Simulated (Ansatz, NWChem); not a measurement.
## How basis sets differ on P2H4 (diphosphine)

The runs start from one conformer, not always the lowest.

P2H4, singlet, SMILES `PP`. Each level relaxes the structure for itself.

Each level gives the highest harmonic wavenumber at each level's own minimum (cm⁻¹). The values are calculated.

```json
{"level": "HF/STO-3G", "kind": "Hartree–Fock", "program": "Ansatz", "value (cm⁻¹)": "3078"}
{"level": "HF/3-21G", "kind": "Hartree–Fock", "program": "Ansatz", "value (cm⁻¹)": "2407"}
{"level": "HF/6-31G* (spherical functions)", "kind": "Hartree–Fock", "program": "NWChem", "value (cm⁻¹)": "2596"}
{"level": "HF/6-31G* (Cartesian functions)", "kind": "Hartree–Fock", "program": "Ansatz", "value (cm⁻¹)": "2600"}
{"level": "HF/cc-pVTZ", "kind": "Hartree–Fock", "program": "Ansatz", "value (cm⁻¹)": "2526"}
```

Harmonic and unscaled. The values span 2407 to 3078 cm⁻¹. Without the sets that lack polarisation functions the rows with a basis span only 2526 to 2600 cm⁻¹.
